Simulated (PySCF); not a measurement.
Gas-phase reaction: AlF₃ + 2 C₃H₇ (i-propyl) = Al(CH₃)₂F + 4 CH₂ + 2 F

Method: PySCF energies plus ideal-gas RRHO corrections (1 bar). † marks an energy on the PBE0/def2-TZVP geometry and frequencies; other levels use their own. MP2 freezes the core. 6-31G* has spherical d functions here. Open shells (unrestricted): C₃H₇ (i-propyl) (multiplicity 2), CH₂ (multiplicity 3), F (multiplicity 2); the rest are closed-shell singlets. Spin-orbit splitting is ignored; it lowers the true energy and changes the entropy of F. Al(CH₃)₂F: computed as isolated molecules; such fragments, hydroxides, amides, oligomers or adducts are transient or little studied in the gas. MP2 isn't extrapolated to the basis-set limit.

PBE0/def2-SVP† gives ΔH°(298 K) = 2263 kJ.

### Question
What do MP2/def2-SVP†, PBE/def2-SVP, HF/6-31G* give?

### Answer
MP2/def2-SVP†: 2245 kJ; PBE/def2-SVP: 2349 kJ; HF/6-31G*: 1601 kJ. For scale, ΔH°(298 K) is 2263 kJ at this level, 2286 kJ at ωB97M-V/def2-TZVP†, and runs from 1593 to 2672 kJ over the 18 levels computed.
